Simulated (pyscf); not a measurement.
O=Cr(=O)(Cl)–Cl + water (H₂O) → O=Cr(=O)(OH)–Cl + hydrogen chloride (HCl) (four-centre exchange; singlet surface; Cl–Cr, H–O broken, Cr–O, Cl–H formed). PySCF, gas phase, ωB97X-D3(BJ)/def2-SVP geometries. Energies in kcal/mol from the separated reactants.

```csv
level,barrier,reaction energy
ωB97X-D3(BJ)/def2-TZVP,20.1,+6.1
r²SCAN/def2-TZVP,17.0,+4.2
B3LYP-D3(BJ)/def2-TZVP,19.9,+5.2
PBE0-D3(BJ)/def2-TZVP,18.8,+5.4
M06-2X/def2-TZVP,20.0,+5.2
HF/def2-TZVP,36.5,+4.0
```

The functionals in the table span 3.1 kcal/mol in this barrier, from r²SCAN to ωB97X-D3(BJ)/def2-TZVP. This is the saddle that the search found; another between the same sides may lie lower.
